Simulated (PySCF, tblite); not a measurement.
# C₆H₁₀+ (doublet): geometry, infrared bands and EPR parameters

Wanted: the infrared bands and EPR parameters of C₆H₁₀+ (doublet) (`C=C(C)[C]([CH2+])C`), by calculation.

Computed with tblite 0.8.0 and PySCF 2.14.0, with density-fitted response routines of our own, on a single molecule in the gas phase. Atoms count from 0, in the outputs and in this text.

### Step 1. Starting geometry

16 atoms, charge 1, multiplicity 2; geometry from: force field or distance geometry start.

Bonds of the start (Å): C0–C1 1.34, C1–C2 1.49, C1–C3 1.45, C3–C4 1.44, C3–C5 1.46, C0–H6 1.08, C0–H7 1.08, C2–H8 1.13, C2–H9 1.10, C2–H10 1.12, C4–H11 1.10, C4–H12 1.11, C5–H13 1.13, C5–H14 1.09, C5–H15 1.14.

### Step 2. Geometry optimisation with GFN2-xTB

Job settings and geometry (Å):

```
{"job": {"kind": "relax", "xc": "GFN2-xTB", "basis": "xTB"}, "charge": 1, "multiplicity": 2}
C     -1.106200     1.321000     0.755000
C     -0.661600     0.264300     0.069700
C     -1.707300    -0.624800    -0.511000
C      0.757900     0.020200    -0.055700
C      1.490800     0.725000    -1.071100
C      1.424700    -0.986800     0.767300
H     -2.183700     1.434600     0.796600
H     -0.466300     2.046100     1.238500
H     -2.712500    -0.338700    -0.079100
H     -1.507200    -1.699100    -0.348300
H     -1.805700    -0.407100    -1.605400
H      2.586400     0.766600    -1.068900
H      0.909100     1.228800    -1.864400
H      2.267600    -1.435900     0.165300
H      0.757200    -1.775700     1.125400
H      1.949300    -0.529500     1.674700
```

The run is started by

```
$ OMP_NUM_THREADS=1 python probes_run.py task.json out
```

This one command runs all jobs of the session in turn.

**Question.** This job is followed by: GFN2-xTB harmonic vibrations, gas phase; UKS B3LYP, pcH-1 on C H, non-relativistic, mean-field spin-orbit, GIAO. Predict these results of the whole session: strongest single infrared mode (GFN2-xTB); zero-point energy (GFN2-xTB); g(iso) (B3LYP); ⟨S²⟩; largest a(iso) (averaged by class).

**Answer**, as computed:

```
                                 quantity                  value
strongest single infrared mode (GFN2-xTB)  1364 cm⁻¹, 246 km/mol
             zero-point energy (GFN2-xTB)          84.6 kcal/mol
                           g(iso) (B3LYP)                2.00260
                                     ⟨S²⟩     0.772 (exact 0.75)
       largest a(iso) (averaged by class)    13C on C0, 35.8 MHz
```

What this shows: Over 136 steps the energy fell by 0.830 eV; of the close pairs, C3–C4 changed most, 1.437 to 1.368 Å. All 42 modes are real, so the xTB geometry is a minimum. The strongest single mode, at 1364 cm⁻¹, has its largest shares on H8, H13, H14 and H9 (the list is cut at 4 atoms). GFN2-xTB is a fitted tight-binding method: band positions and strengths are rough. Its intensities can rank the bands wrongly. The largest spin populations lie on C0 (0.49 e), C4 (0.49 e). The isotropic g lies 0.3 ppt above the free-electron value.
